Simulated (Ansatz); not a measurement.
A trace of molecular dynamics of BClFH (4 atoms, charge 0, multiplicity 1).

The calculation used Ansatz 0.2.0, RKS PBE0/6-31G*.

```
ensemble                      : NVE (velocity Verlet)
starting velocities drawn for : 500 K
seed                          : 937969
```

```
time (fs)  T (K)  potential energy less start (eV)  conserved less start (meV/atom)
        0    500                             0.000                             0.00
        3    389                             0.029                             0.03
        6    229                             0.070                             0.05
        9    182                             0.082                             0.05
       12    262                             0.062                             0.02
       15    261                             0.062                             0.02
       18    148                             0.091                             0.04
       21     76                             0.110                             0.05
       24    154                             0.090                             0.02
       27    197                             0.078                             0.03
       30    202                             0.077                             0.03
       33    217                             0.073                             0.05
       36    311                             0.049                             0.03
       39    385                             0.030                             0.03
       42    393                             0.028                             0.02
       45    348                             0.039                             0.04
       48    338                             0.042                             0.02
       51    275                             0.058                             0.03
       54    187                             0.081                             0.04
       57    175                             0.084                             0.04
       60    221                             0.072                             0.02
       63    186                             0.081                             0.02
       66     68                             0.112                             0.05
       69     64                             0.113                             0.06
       72    250                             0.065                             0.03
       75    407                             0.024                             0.01
       78    367                             0.034                             0.03
       81    276                             0.058                             0.05
```

Can this run be trusted? Judge the integration.

The conserved energy stayed within 0.06 meV per atom of its start (net change 0.047 meV per atom), so the integration is sound. Over the second half the temperature averaged 0.50 of the 500 K drawn at the start: a run that starts near a minimum puts about half its kinetic energy into the potential. A run of 0.083 ps of so small a system gives no equilibrium averages. The time step was 0.5 fs.

Run time: 72 s on 1 thread of AMD EPYC 9R45 96-Core Processor (Zen 5), on a shared host, peak memory 0.11 GiB.
